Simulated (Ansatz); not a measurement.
**The boron atom (doublet): wave-function methods side by side, def2-TZVPD**

The task here is to estimate one member of a computed series from the others.

The runs use Ansatz 0.2.0, Gaussian basis; def2-TZVPD, core rule «outside noble gas», up to 1 orbitals frozen.

Plan: UHF; CCSD(T) on ROHF; CCSD(T) on UHF; BCCD(T) on ROHF; CISD; CCSDT on ROHF; CCSDT on UHF; CASSCF and MRCISD+Q, 3 electrons in 4 orbitals; CASSCF and MRCISD+Q(relaxed), 3 electrons in 4 orbitals; CASSCF and NEVPT4(SD), 3 electrons in 4 orbitals; CASSCF and NEVPT2, 3 electrons in 4 orbitals.

### The atom

A free atom, in its lowest state of this spin that the program finds.

1 atom, charge 0, spin multiplicity 2.

Set-up of the first run:

The input, in.yaml:

```yaml
crystal:
  periodic: [false, false, false]
  atoms:
    - {symbol: B, position_ang: [0.000000, 0.000000, 0.000000]}
basis:
  gaussian: {orbitals: def2-TZVPD}
magnetization: {spin_polarized: true, initial_magnetization: 1}
hamiltonian: {xc: hf}
output: {orbitals: {seedname: orbitals}}
```

Command:

```console
> ansatz run in.yaml --threads 1 --pin off --events-out ev --progress --plain --max-ram 2393MiB
```

Among the steps run: UHF; CCSD(T) on ROHF; CCSD(T) on UHF; BCCD(T) on ROHF; CISD; CCSDT on ROHF; CCSDT on UHF; CASSCF and MRCISD+Q, 3 electrons in 4 orbitals; CASSCF and MRCISD+Q(relaxed), 3 electrons in 4 orbitals; CASSCF and NEVPT4(SD), 3 electrons in 4 orbitals; CASSCF and NEVPT2, 3 electrons in 4 orbitals.

One table of the session follows, with a row left open; its other results are not shown here.

It belongs to the step «Misses and costs». 

```
                   method  from RCCSD(T) (meV)
                     ROHF              +1894.3
                      UHF              +1786.1
                     RMP2               +597.9
                     UMP2               +600.5
                     CISD                +39.7
                    RCCSD                +39.6
                    UCCSD                +35.6
                 RCCSD(T)                    0
                 UCCSD(T)                 -0.5
                  BCCD(T)                 +0.2
                   RCCSDT                    ?
                   UCCSDT                -12.4
           CASSCF valence               +965.6
           NEVPT2 valence               +230.5
       NEVPT4(SD) valence                 +9.1
           MRCISD valence                 -2.4
         MRCISD+Q valence                -30.0
MRCISD+Q(relaxed) valence                -34.6
```

Q: Estimate the row for RCCSDT from the others.

The run gave: from RCCSD(T) (meV): -11.8. In the column «from RCCSD(T) (meV)» it lies between UCCSDT (-12.4) and MRCISD valence (-2.4).

Limits of these values: Restricted and unrestricted rows rest on different reference determinants; where their highest levels disagree by more than a few hundredths of an eV, they describe different states and don't form one ladder.
